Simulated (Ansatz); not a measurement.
SiO2H4⁺, that is Si(OH)2H2 with one electron fewer. Total charge 1; doublet. Geometry PBE-D4/def2-TZVP, that of the neutral singlet; atoms count from 1.

```xyz
7

Si   -0.2425    0.0019   -0.3579
O    -0.3082   -1.2727    0.7046
H     0.5196   -1.7496    0.8629
O    -0.0875    1.4835    0.3691
H     0.7748    1.7021    0.7530
H    -1.5611    0.0633   -1.0363
H     0.9049   -0.2286   -1.2954
```

Question: Estimate the Mulliken populations from the PBE0/def2-TZVP orbitals of Ansatz.

Answer: 
```tsv
atom	charge (e)	spin (α − β)
Si1	0.51	0.01
O2	-0.34	0.24
H3	0.38	0.00
O4	-0.28	0.37
H5	0.39	0.00
H6	0.14	0.12
H7	0.19	0.27
```
Mulliken values depend strongly on the basis.

Question: Where does the spin sit?

Answer: Summed by element: Si 0.01, O 0.61, H 0.38, of 1 unpaired in all. Largest on single atoms: O4 0.37, H7 0.27, O2 0.24.

Question: And the Mayer bond orders between heavy atoms (over 0.3)?

Answer: Si1–O2 1.29 (1.66 Å); Si1–O4 1.27 (1.66 Å).
